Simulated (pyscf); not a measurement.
Elementary routes open to `[OH][GeH3]` + `[H][H]` in the gas phase (singlet surface):
A. `[OH][GeH]` [singlet] + `[H][H]` + `[H][H]` (Ge–H, Ge–H, H–H broken; H–H, H–H formed)
B. `[GeH4]` + `[OH2]` (Ge–O, H–H broken; Ge–H, H–O formed)

PySCF, gas phase, ωB97X-D3(BJ)/def2-SVP geometries.

### Question
Rank the routes by free-energy barrier at 600 K, lowest first, for ωB97M-D3(BJ)/def2-TZVP energies (ideal gas, 1 atm, RRHO with modes under 100 cm⁻¹ raised to 100, one conformer, R ln 2 for chiral ones without a mode under 150 cm⁻¹).

### Answer
B (2.74 eV), A (3.46 eV)

Route B is the fastest of these, ahead of the next by 0.72 eV. The most stable products are those of B (ΔG = +0.09 eV), so kinetics and thermodynamics agree. At 1200 K B is still the fastest. Only these routes are compared; each barrier is that of the saddle found, and lower ones may exist. Elements up to Kr have no core potential and no relativistic terms here.
